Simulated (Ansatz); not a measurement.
# H2O2: the cost of one run

The runs use Ansatz 0.2.0, Gaussian basis; def2-QZVPP, core rule «outside noble gas», up to 2 orbitals frozen.

To be run: UHF; ROHF; CCSD(T) on UHF.

2 further runs of the same task are left out: 2 set aside as unsound or not needed. Runs told in other sessions of the task aren't counted.

## (1) The geometry

The geometry is a PBE0/def2-TZVP stationary point (not a proven minimum) of the parent state, kept for this charge and spin.

4 atoms, charge 0, spin multiplicity 5.

Atoms are counted from 1 here; the program's logs count them from 0.

Bond lengths: O1–H3 0.969 Å, O2–H4 0.969 Å.

## (2) UHF

Contents of in.yaml:

```yaml
crystal:
  periodic: [false, false, false]
  atoms:
    - {symbol: O, position_ang: [0.000000, -0.114833, 0.934723]}
    - {symbol: O, position_ang: [0.000000, 0.114833, -0.934723]}
    - {symbol: H, position_ang: [0.000000, 0.851694, 1.008223]}
    - {symbol: H, position_ang: [0.000000, -0.851694, -1.008223]}
basis:
  gaussian: {orbitals: "def2-QZVPP.json"}
magnetization: {spin_polarized: true, initial_magnetization: 4}
hamiltonian: {xc: hf}
output: {orbitals: {seedname: orbitals}}
```

Launch:

```
$ ansatz run in.yaml --threads 1 --pin off --events-out ev --progress --plain --max-ram 2393MiB
```

Q: Estimate wall time and peak memory on 1 thread of Arm Neoverse V2, shared host.

About 5.5 s, with a peak of 0.27 GiB.
